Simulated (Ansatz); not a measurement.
Basis-set extrapolation for H6N2Si (`N[SiH2]N`) (PBE0-D4/def2-TZVP geometry, frozen core, Ansatz). Multiplicity 1, RHF reference.

```
                      def2-TZVPP   def2-QZVPP
                 HF  -401.450426  -401.466013
    MP2 correlation    -0.561704    -0.602961
CCSD(T) correlation    -0.614641    -0.651940
```

Energies in hartree. Use E(X) = E(∞) + A·exp(−7.88·√X) for Hartree–Fock and E(X) = E(∞) + B·X^(−2.97) for correlation, with X = 3 and 4.

What is the CCSD(T) energy at the basis-set limit?

HF limit: -401.466013 + (-0.015587) × 0.13774 = -401.46816. Correlation limit: -0.651940 + (-0.037299) × 0.74074 = -0.67957. Total: -402.14773 hartree, 217.0 kJ/mol below CCSD(T)/def2-TZVPP.
